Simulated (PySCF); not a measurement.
Species: C3HFO.
Cartesian coordinates in Å at the GFN2-xTB level; atoms count from 1:
```
atom  x, y, z in Å
O1    -1.5064   -1.3125    0.5332
C2    -0.6549   -0.5463    0.2290
C3    -0.1681    0.7872   -0.0453
C4     0.6912   -0.2415   -0.1485
F5     1.9425   -0.5287   -0.4349
H6    -0.3012    1.8438   -0.1288
```

Probes without a nucleus sit at each ring's centroid and 1 Å off its mean plane on both sides; NICS is minus the shielding there, NICSzz its component along the normal. Level: GIAO PBE0/pcSseg-1 (PySCF, non-relativistic, gas phase) on the GFN2-xTB geometry, one conformer.

Ring bond lengths (Å), with Mayer bond orders in brackets: C2–C3 1.446 (0.89), C3–C4 1.344 (1.46), C4–C2 1.431 (1.03).

Question: What do the NICS probes read (ppm)?

Answer: 
| ring | type | NICS(0) | NICS(1), two faces | NICS(1)zz, two faces | rms pucker (Å) | centre to ring atoms, mean (Å) |
| --- | --- | --- | --- | --- | --- | --- |
| C2–C3–C4 | 3-membered carbocycle; bonds drawn aromatic by RDKit's count | -25.7 | -8.5 / -8.5 | -10.1 / -10.1 | 0.00 | 0.81 |

Question: What can be read from them?

Answer: 
- C2–C3–C4: mean NICS(1)zz -10.1 ppm, shielded. NICS(0) lies 17 ppm below the mean NICS(1).

Question: How equal are the bonds by HOMA? Use HOMA with the parameters of Krygowski (1993).

Answer: 
- C2–C3–C4: HOMA 0.39 = 1 − EN − GEO, with mean bond length 1.407 Å, EN = α(Ropt − mean)² = 0.093 and GEO = α × variance = 0.516.

Question: List the ring angles and the Hirshfeld charges of the ring atoms.

Answer: 
- C2–C3–C4: C2 55.7° (+0.129 e), C3 61.6° (-0.022 e), C4 62.7° (+0.106 e); sum 180.0° against 180° for a flat convex ring.
